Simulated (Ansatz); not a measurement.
A first try at a ranking of conformers of C₂H₆O₂S, SMILES OCOCS, using Ansatz 0.2.0 through its Python package.

`conformers_c2h6o2s.py`:
```python
"""Conformer energies of C2H6O2S."""

import ansatz
from rdkit import Chem
from rdkit.Chem import AllChem

rd = Chem.AddHs(Chem.MolFromSmiles("OCOCS"))
ids = list(AllChem.EmbedMultipleConfs(rd, numConfs=20, randomSeed=336, pruneRmsThresh=0.4))
field = [energy for _, energy in AllChem.MMFFOptimizeMoleculeConfs(rd)]
distinct = {round(e, 2): i for i, e in zip(ids, field)}
chosen = sorted(distinct.items())[:3]
found = []
for force_field, index in chosen:
    c2h6o2s = ansatz.Crystal.molecule()
    for atom, xyz in zip(rd.GetAtoms(), rd.GetConformer(index).GetPositions()):
        c2h6o2s = c2h6o2s.atom(atom.GetSymbol(), xyz.round(5).tolist())
    model = (
        c2h6o2s.calculation()
        .basis(gaussian="def2-SVP")
        .functional("pbe")
    )
    found.append(model.report["free_energy_ev"])
print("conformer   MMFF (kcal/mol)   this level (eV)")
for (force_field, index), e in zip(chosen, found):
    print(f"{index:9d} {force_field - chosen[0][0]:17.2f} {(e - min(found)):17.3f}")
```

Running `python conformers_c2h6o2s.py` prints:
```text
Traceback (most recent call last):
  File "conformers_c2h6o2s.py", line 22, in <module>
    found.append(model.report["free_energy_ev"])
                 ^^^^^^^^^^^^
AttributeError: 'Calculation' object has no attribute 'report'
```

Find the fault and give the corrected script.

The fault: the calculation is never run. The change:

```diff
--- before
+++ after
@@ -21,3 +21,3 @@
     )
-    found.append(model.report["free_energy_ev"])
+    found.append(model.run(threads=1, backend="cpu").report["free_energy_ev"])
 print("conformer   MMFF (kcal/mol)   this level (eV)")
```

After the fix:

```console
$ python conformers_c2h6o2s.py
conformer   MMFF (kcal/mol)   this level (eV)
        6              0.00             0.000
        0              0.27             0.050
        3              1.79             0.025
```

The conformers keep their force-field geometries. Wall time of the script: 4.2 s on 1 thread of AMD EPYC 9R45 96-Core Processor (Zen 5), on a shared host, peak memory 0.26 GiB.
